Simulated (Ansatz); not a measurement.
C4H5F can be A, `CC1=C(F)C1`, or B, `C=C/C=C\F`.

Gas-phase electronic energies from Ansatz, PBE0-D4/def2-TZVP geometries. CBS: MP2 limit from def2 TZ/QZ plus the TZ coupled-cluster correction, frozen cores. Functionals use def2-TZVPP. B3LYP here is the variant with VWN-RPA as its local correlation; programs differ in this. Each species was taken in one conformer, which may not be the lowest.

Question: Which is lower in electronic energy at CCSD(T)/CBS, and by how much? (Estimate.)

Answer: The calculation gave: B, by 151.5 kJ/mol.

Question: Give E(B) − E(A) in kJ/mol with CCSD(T)/def2-TZVPP, HF/def2-TZVPP, CCSD/def2-TZVPP, PBE0-D4, r2SCAN-D4, MP2/def2-TZVPP, B3LYP-D4. (Estimate.)

Answer: Ansatz gave: CCSD(T)/def2-TZVPP -150.5, HF/def2-TZVPP -167.7, CCSD/def2-TZVPP -150.0, PBE0-D4 -131.9, r2SCAN-D4 -145.3, MP2/def2-TZVPP -136.8, B3LYP-D4 -156.5. None reverses the order clearly.

Largest T1 diagnostic: 0.012.

In def2-TZVPP, CCSD(T) changes the Hartree–Fock value by +17.2 kJ/mol (the triples alone add −0.4 kJ/mol) and MP2 by +30.9 kJ/mol.
